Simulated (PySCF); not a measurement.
C3H7, charge +1, multiplicity 1.

```xyz
10

C      1.2777     0.0191    -0.2004
C      0.0000     0.0000     0.4470
C     -1.2777    -0.0191    -0.2004
H      1.9936     0.6866     0.3163
H      1.2650     0.1349    -1.2888
H      1.7161    -0.9825     0.0605
H      0.0000     0.0000     1.5473
H     -1.7161     0.9825     0.0605
H     -1.9936    -0.6866     0.3163
H     -1.2650    -0.1349    -1.2888
```
Charge +1, spin multiplicity 1.

Geometry optimised at PBE-D3(BJ)/def2-TZVP. The multiplicity is an assumed one; other spin states were not compared. The isomer is the one that the SMILES or the coordinates give; other isomers of the formula were not compared.

Calculation: PBE0/pcSseg-1 run with PySCF. Non-relativistic, no solvent.

Computed absolute GIAO shielding of each atom: isotropic value and principal components (ppm):
```json
[
 {"atom": "C1", "σ(iso)": "126.6", "σ11": "72.9", "σ22": "145.3", "σ33": "161.7", "span": "88.8"},
 {"atom": "C2", "σ(iso)": "-148.7", "σ11": "-372.8", "σ22": "-231.6", "σ33": "158.2", "span": "531.0"},
 {"atom": "C3", "σ(iso)": "126.6", "σ11": "72.9", "σ22": "145.3", "σ33": "161.7", "span": "88.8"},
 {"atom": "H4", "σ(iso)": "26.1", "σ11": "23.4", "σ22": "24.7", "σ33": "30.3", "span": "6.9"},
 {"atom": "H5", "σ(iso)": "26.6", "σ11": "24.0", "σ22": "26.7", "σ33": "29.1", "span": "5.1"},
 {"atom": "H6", "σ(iso)": "26.8", "σ11": "23.2", "σ22": "25.3", "σ33": "31.9", "span": "8.7"},
 {"atom": "H7", "σ(iso)": "18.8", "σ11": "7.8", "σ22": "22.0", "σ33": "26.5", "span": "18.7"},
 {"atom": "H8", "σ(iso)": "26.8", "σ11": "23.2", "σ22": "25.3", "σ33": "31.9", "span": "8.7"},
 {"atom": "H9", "σ(iso)": "26.1", "σ11": "23.4", "σ22": "24.7", "σ33": "30.3", "span": "6.9"},
 {"atom": "H10", "σ(iso)": "26.6", "σ11": "24.0", "σ22": "26.7", "σ33": "29.1", "span": "5.1"}
]
```
